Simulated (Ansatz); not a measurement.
in.yaml

```yaml
crystal:
  periodic: [false, false, false]
  atoms:
    - {symbol: Ge, position_ang: [0.000000, 0.000877, 1.121553]}
    - {symbol: Al, position_ang: [0.000000, 0.001083, -2.931447]}
    - {symbol: H, position_ang: [0.000000, 1.409003, 1.746487]}
    - {symbol: H, position_ang: [1.232737, -0.738773, 1.682624]}
    - {symbol: H, position_ang: [-1.232737, -0.738773, 1.682624]}
    - {symbol: H, position_ang: [0.000000, 1.358233, -3.755476]}
    - {symbol: H, position_ang: [0.000000, -1.381856, -3.712205]}
basis:
  gaussian: {orbitals: STO-3G}
magnetization: {spin_polarized: false}
hamiltonian: {xc: {name: r2SCAN}}
correlation: {method: ccsd, electrons: outside_noble_gas}
scf: {lower_state_search: off}
```

```sh
$ ansatz run in.yaml --threads 1 --pin off --events-out ev --progress --plain --max-ram 2393MiB
```

**Question.** Roughly how long does this take on 1 thread of AMD EPYC 9R45, shared host, and how much host memory?

**Answer.** 0.66 s wall and 0.22 GiB.

```
these checks for a lower state are left out or cut short: stability, starts, cluster_reference, orbital_swaps, neighbouring_geometries, increment
331 factors; integrals over basis functions are off by at most 6.1e-5 eV
mean field evaluation 1: about -62369.6406 eV, gradient 1.5e2 eV
mean field evaluation 2: about -62369.6388 eV, gradient 1.5e2 eV
mean field evaluation 4: about -60857.7642 eV, gradient 4.9e2 eV
mean field evaluation 8: about -62447.8317 eV, gradient 5.5e1 eV
mean field evaluation 16: about -62461.1859 eV, gradient 2.0e-3 eV
mean field -62461.18594629 eV, -2295.4062458136 hartree, gradient 1.7e-6 eV, S^2 0.000000; 0 other end points of the search recorded, 0 dependent functions left out
19 core orbitals not correlated: weight in the atoms' cores, before any rotation towards them, 0.941 or more for the frozen orbitals, at most 0.028 for the correlated occupied ones
reference -62406.29324609 eV, -2293.3889762888 hartree; 6, 6 occupied and 7, 7 virtual orbitals, 331 factors
second order -2.78630717 eV of doubles, -0.17946524 eV of singles
cycle   1  -3.23519756 eV  change   -9.7e-1 eV  update   1.3e-1
cycle   2  -3.70487231 eV  change   -4.7e-1 eV  update   9.5e-2
cycle   3  -3.96561198 eV  change   -2.6e-1 eV  update   7.5e-2
cycle   4  -4.12775654 eV  change   -1.6e-1 eV  update   6.0e-2
cycle   5  -4.61532508 eV  change   -4.9e-1 eV  update   4.8e-2
cycle   6  -4.53186330 eV  change    8.3e-2 eV  update   9.7e-3
cycle   7  -4.53801158 eV  change   -6.1e-3 eV  update   5.8e-3
cycle   8  -4.54899459 eV  change   -1.1e-2 eV  update   2.9e-3
cycle   9  -4.54884775 eV  change    1.5e-4 eV  update   4.0e-4
cycle  10  -4.54818935 eV  change    6.6e-4 eV  update   2.4e-4
cycle  11  -4.54816769 eV  change    2.2e-5 eV  update   3.8e-5
cycle  12  -4.54821051 eV  change   -4.3e-5 eV  update   2.5e-5
cycle  13  -4.54821362 eV  change   -3.1e-6 eV  update   6.2e-6
cycle  14  -4.54821660 eV  change   -3.0e-6 eV  update   1.5e-6
WARN: these amplitudes may be one of several solutions (largest doubles amplitude 0.61, level shift 3.93 eV)
Total energy: -62410.84146268 eV, -2293.5561201659 hartree
Checks for a lower state left out: stability, starts, cluster_reference, orbital_swaps, neighbouring_geometries, increment
```
